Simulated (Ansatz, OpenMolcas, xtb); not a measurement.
# Loss of CH4: C4H8 → C3H4 + CH4

Species: C4H8 (cyclobutane) `C1CCC1`, singlet; C3H4 (allene) `C=C=C`, singlet; CH4 (methane) `C`, singlet. This is a balance of energies; it says nothing on the path, which may need atoms to shift.

Shapes, held fixed at every level: PBE0-D4/def2-TZVP. Programs: Ansatz 0.2.0, OpenMolcas 26.06, xtb 6.7.1. The zero-point and thermal change to 298 K, harmonic and unscaled (PBE0-D4/def2-TZVP), is -20.0 kJ/mol.

Problem. Estimate the reaction enthalpy at 298 K.

Solution. From tabulated heats of formation (Active Thermochemical Tables, CRC Handbook of Chemistry and Physics), ΔH(298 K) = +87.9 kJ/mol. Nearest: CCSD(T)/CBS estimate (+2.0); farthest: GFN0-xTB (-47.0). 5 of 9 levels lie within 10 kJ/mol. The CBS estimate extrapolates MP2 from def2-TZVPP and def2-QZVPP and adds CCSD(T) − MP2 in the triple-zeta set, cores frozen.

```json
{"level": "GFN0-xTB", "kind": "semi-empirical", "ΔH (kJ/mol)": "+40.9", "computed − measured": "-47.0"}
{"level": "r2SCAN-D4/def2-TZVPP", "kind": "meta-GGA", "ΔH (kJ/mol)": "+82.6", "computed − measured": "-5.3"}
{"level": "B3LYP/6-31G* (spherical functions)", "kind": "global hybrid", "ΔH (kJ/mol)": "+78.6", "computed − measured": "-9.3"}
{"level": "BHLYP-D4/def2-TZVPP", "kind": "global hybrid", "ΔH (kJ/mol)": "+84.0", "computed − measured": "-3.9"}
{"level": "MP2/def2-TZVPP", "kind": "perturbation theory", "ΔH (kJ/mol)": "+106.4", "computed − measured": "+18.4"}
{"level": "CCSD(T)/def2-SVP", "kind": "coupled cluster or CI", "ΔH (kJ/mol)": "+101.8", "computed − measured": "+13.8"}
{"level": "CCSD/def2-SVP", "kind": "coupled cluster or CI", "ΔH (kJ/mol)": "+104.3", "computed − measured": "+16.4"}
{"level": "CCSD/def2-TZVPP", "kind": "coupled cluster or CI", "ΔH (kJ/mol)": "+92.0", "computed − measured": "+4.0"}
{"level": "CCSD(T)/CBS estimate", "kind": "coupled cluster or CI", "ΔH (kJ/mol)": "+89.9", "computed − measured": "+2.0"}
```
